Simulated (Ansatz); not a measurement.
From NH3 to C3H9N: predicting a member

On one N centre, n of the H ligands are replaced by CH3. The HOMO–LUMO gap y in eV at wB97M-V/def2-TZVPP. Shapes, held fixed at every level: PBE0-D4/def2-TZVP. Programs: Ansatz 0.2.0.

```
molecule  n  y (eV)
     NH3  0   12.45
    CH5N  1       ?
   C2H7N  2   11.40
   C3H9N  3   11.14
```

Task: Fit y = c + s·n to the known rows and predict CH5N.

Result: 
1. Means of the 3 rows: n = 1.66667, y = 11.663.
2. Σ(Δn)² = 4.6667, Σ(Δn·Δy) = -2.0967, so the slope is -2.0967/4.6667 = -0.44929.
3. Intercept: 11.663 − (-0.44929) × 1.66667 = 12.412. The largest residual of the fit is 0.11.
4. CH5N: 12.412 + (-0.44929) × 1 = 11.96 eV.

The run gave 11.76 eV, so the prediction is off by +0.20 eV, more than the scatter of the fit. The step per swap changes from -0.69 to -0.26 eV along the series, so a line misses the bend. Other levels give for CH5N: B3LYP-D4/def2-TZVPP 7.34; BHLYP-D4/def2-TZVPP 9.97; wB97X-V/def2-TZVPP 12.34 eV. Orbital gaps aren't excitation energies, and the LUMO depends on the basis.
